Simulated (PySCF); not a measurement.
**C2H8Si: core ionisation energies**

SiMe2H2, C2H8Si.
Structure used (PBE0-D3(BJ)/def2-SVP), in Å, numbered top down from 1:
```xyz
11
C2H8Si angstrom
Si    -0.5987   -0.0044   -0.4255
C     -0.6309   -0.0006    1.4549
H     -1.6628    0.0218    1.8372
H     -0.1023    0.8800    1.8528
H     -0.1398   -0.9012    1.8556
C      1.1666    0.0045   -1.0736
H      1.1884   -0.0120   -2.1739
H      1.7212   -0.8748   -0.7100
H      1.7017    0.9064   -0.7370
H     -1.3287    1.1980   -0.9432
H     -1.3148   -1.2176   -0.9374
```

Method used: delta-SCF UKS SCAN, pcX-2 on the ionised atom, pcseg-1 elsewhere, spin-free X2C in PySCF 2.14.0. Vertical ΔSCF values, vacuum level as zero.

Give the core binding energies atom by atom.

| atom(s) | environment | level | binding energy (eV) | 2p1/2 (eV) | count |
| --- | --- | --- | --- | --- | --- |
| Si1 | silicon bonded to 2 C and 2 H | Si 1s | 1846.12 | – | 1 |
| C2/C6 | carbon bonded to Si and 3 H | C 1s | 290.17 | – | 2 |
| Si1 | silicon bonded to 2 C and 2 H | Si 2p3/2 | 106.33 | 106.96 | 1 |

Which photon energy gives electrons from Si 1s of Si1 a kinetic energy of 200 eV, and what is their de Broglie wavelength?

hν = 1846.12 + 200 = 2046.12 eV, recoil neglected; λ = 12.264 Å/√(E/eV) = 0.87 Å.

Atoms equivalent by their bonding share one computed value, that of the first of them. 2p3/2 and 2p1/2 are the ΔSCF energy of one spin-free 2p hole plus the eigenvalues of a spin–orbit and ligand-field matrix of the shell. 2p1/2 minus 2p3/2 (ligand field included): Si 0.62 eV. Geometry: PBE0-D3(BJ)/def2-SVP; no solvent, vibrations or thermal averaging.
